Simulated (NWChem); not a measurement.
**Lowest excitation of CH3 (+1)**

```
C
H 1 1.1041
H 1 1.1041 2 120.00
H 1 1.1041 2 120.00 3 180.00
```
Charge +1, spin multiplicity 1.

The numbers come from NWChem runs, not from measurements. The geometry was optimised at PBE0/def2-SVP, a minimum by its harmonic frequencies.

Basis set: aug-cc-pVDZ.

```tsv
method	lowest vertical singlet excitation energy (eV)	relative cost	difference from EOM-CCSD
CIS	6.43	1	+0.37
EOM-CCSD	6.06	under 3	0.00
TD-PBE	5.72	3	-0.35
TDA-BHandHLYP	6.07	4	+0.01
TD-B3LYP	5.87	6	-0.19
```

The values span 0.71 eV, from TD-PBE (lowest) to CIS (highest). The cost column gives rough processor time relative to CIS; each entry includes its own SCF.

The correlated methods keep 1 core orbital frozen. B3LYP has NWChem's definition, with VWN1-RPA local correlation. The spin multiplicity of the parent species was assumed, not shown to be that of its ground state. The structure started from a generated list of species. Differences from the coupled-cluster row are differences between methods, not errors against experiment.
